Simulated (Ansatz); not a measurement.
# C3H4F2O: basis-set convergence

An exercise on one series of results from a longer session: the logs are not shown, and one member is left open.

Computed with Ansatz 0.2.0, Gaussian basis. Level: one geometry, several basis sets.

Plan: PBE0-D4/def2-SVP; ωB97M-V/def2-SVP; PBE0-D4/def2-QZVPP; ωB97M-V/def2-QZVPP; the functionals' def2-TZVPP values are taken from earlier runs.

### The geometry

An earlier PBE0-D4 in a triple-zeta def2 set relaxation fixed the geometry.

10 atoms, charge 0, spin multiplicity 1.

Atoms are counted from 1 here; the program's logs count them from 0.

Bond lengths: C1–C2 1.476 Å, C1–H7 1.094 Å, C1–H8 1.094 Å, C1–H9 1.089 Å, C2–F3 1.345 Å, C2–C4 1.326 Å, C4–O5 1.334 Å, C4–F6 1.341 Å, O5–H10 0.965 Å. Angles: C2–C1–H7 110.5°, C2–C1–H8 110.5°, C2–C1–H9 110.6°, H7–C1–H8 107.7°, H7–C1–H9 108.7°, H8–C1–H9 108.7°, C1–C2–F3 114.8°, C1–C2–C4 127.4°, F3–C2–C4 117.7°, C2–C4–O5 125.7°, C2–C4–F6 120.3°, O5–C4–F6 113.9°, C4–O5–H10 109.7°.

Set-up of the first run:

Input file in.yaml:

```yaml
crystal:
  periodic: [false, false, false]
  atoms:
    - {symbol: C, position_ang: [-0.635751, -1.013369, 0.876052]}
    - {symbol: C, position_ang: [0.263288, -0.392793, -0.116947]}
    - {symbol: F, position_ang: [1.207973, -1.211771, -0.613598]}
    - {symbol: C, position_ang: [0.221011, 0.850572, -0.576440]}
    - {symbol: O, position_ang: [0.967371, 1.340101, -1.567479]}
    - {symbol: F, position_ang: [-0.675517, 1.721195, -0.089177]}
    - {symbol: H, position_ang: [-0.065743, -1.372127, 1.737817]}
    - {symbol: H, position_ang: [-1.154118, -1.871721, 0.438633]}
    - {symbol: H, position_ang: [-1.377917, -0.295768, 1.221985]}
    - {symbol: H, position_ang: [1.332304, 2.194381, -1.307947]}
basis:
  gaussian: {orbitals: def2-SVP}
hamiltonian: {xc: pbe0, dispersion: d4}
output: {orbitals: {seedname: orbitals}}
```

The run is started by

```sh
ansatz run in.yaml --threads 4 --pin off --events-out ev --progress --plain --max-ram 10444MiB
```

Among the steps run: PBE0-D4 in def2-SVP; ωB97M-V in def2-SVP; PBE0-D4 in def2-QZVPP; ωB97M-V in def2-QZVPP.

One table of the session follows, with a row left open; its other results are not shown here.

It belongs to the step «Functionals by basis». 

| functional | basis | HOMO (eV) | LUMO (eV) |
| --- | --- | --- | --- |
| PBE0-D4 | def2-SVP | ? | ? |
| PBE0-D4 | def2-TZVPP | -6.62 | 0.78 |
| PBE0-D4 | def2-QZVPP | -6.67 | 0.37 |
| ωB97M-V | def2-SVP | -8.69 | 3.16 |
| ωB97M-V | def2-TZVPP | -8.87 | 2.27 |
| ωB97M-V | def2-QZVPP | -8.92 | 1.55 |

**Question.** Estimate the row for PBE0-D4, def2-SVP.

As computed: HOMO (eV): -6.47; LUMO (eV): 1.22. In the column «HOMO (eV)» it is the highest.
